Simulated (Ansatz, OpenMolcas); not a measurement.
C3O2 (carbon suboxide): from total energies to a heat of formation

C3O2: 5 atoms, total charge 0, spin state singlet. SMILES: `O=C=C=C=O`. The shape is that of a PBE0-D4/def2-TZVP optimisation.

Total energies at M06-L/6-311+G** (OpenMolcas 26.06); the atoms run unrestricted:

| species | state | energy (Eh) |
| --- | --- | --- |
| C3O2 | singlet | -264.781842 |
| O | triplet | -75.079195 |
| C | triplet | -37.844691 |

Harmonic wavenumbers at PBE0-D4/def2-TZVP, in cm⁻¹: 56, 56, 578, 578, 598, 598, 790, 1671, 2299, 2420.

Measured heats of formation of the gaseous atoms at 298.15 K, in kJ/mol: O 249.2, C 716.9. Spin-orbit lowering of the atoms at 298 K (mean of the ground term's levels less their thermal mean, from spectra), in kJ/mol: O 0.40, C 0.02. Take 1 Eh = 2625.50 kJ/mol, 1 cm⁻¹ = 0.0119627 kJ/mol, RT = 2.479 kJ/mol.

**Question.** Work out the heat of formation of the gas at 298 K.

**Answer.** 
1. Electronic atomisation energy: 2 × (-75.079195) + 3 × (-37.844691) − (-264.781842) = 1.089379 Eh = 2860.2 kJ/mol.
2. Zero-point energy: half the sum of the wavenumbers, 4822 cm⁻¹ = 57.7 kJ/mol.
3. Thermal vibrational enthalpy, Σ hcν̃/(exp(hcν̃/kT) − 1): 6.3 kJ/mol. Translation, rotation and pV of a linear molecule: 3.5 RT = 8.7 kJ/mol.
4. The 5 free atoms carry 5/2 RT each: 31.0 kJ/mol.
5. Spin-orbit coupling lowers the free atoms by 2 × 0.40 + 3 × 0.02 = 0.9 kJ/mol.
6. Atomisation enthalpy at 298 K: 2860.2 − 0.9 − 57.7 − 6.3 − 8.7 + 31.0 = 2817.6 kJ/mol.
7. Sum of the atoms' heats of formation: 2649.1 kJ/mol. Heat of formation: 2649.1 − 2817.6 = -168.5 kJ/mol.

The tabulated value is -95.6 kJ/mol (Active Thermochemical Tables), so this level is off by -72.9 kJ/mol, or 2.7 % of the atomisation enthalpy. Anharmonicity and any spin-orbit splitting of the molecule are left out.
